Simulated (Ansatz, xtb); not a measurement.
Species: C$_{2}$H$_{3}$O (charge 0, doublet). It need not be the lowest isomer of its formula. 
Geometry from a B3LYP-D3(BJ)/def2-TZVP (Ansatz, a quantum-chemistry and plane-wave program) optimisation:
```xyz
6

C     -0.0023     0.7447    -0.3759
O      0.0458     0.0944     0.8207
C      0.0483    -0.6990    -0.4192
H     -0.7822     1.4623    -0.6108
H     -0.8485    -1.2960    -0.5529
H      0.9884    -1.1956    -0.6312
```
Charge 0, spin multiplicity 2.

Harmonic wavenumbers from GFN2-xTB (xtb, at its own minimum), cm⁻¹: 774, 910, 979, 1011, 1039, 1091, 1126, 1399, 1496, 3016, 3055, 3077.

Give the harmonic wavenumbers at B3LYP-D3(BJ)/def2-TZVP (Ansatz, finite differences of forces, unscaled).

777, 799, 941, 1043, 1074, 1130, 1185, 1353, 1524, 3097, 3135, 3187 cm⁻¹. Zero-point energy 27.5 kcal/mol.

From these and the geometry, give the ideal-gas thermochemistry at 298.15 K and 1 atm (rigid rotor, harmonic oscillator).

Point group C1, rotational symmetry number 1. Rotational constants 30.06, 23.77, 14.97 GHz. S(trans) 37.21, S(rot) 20.93, S(vib) 0.83, S(elec, spin only) 1.38, S 60.4 cal/(mol K). H(298) - H(0) 2.57 kcal/mol; G - E(el) 12.1 kcal/mol.
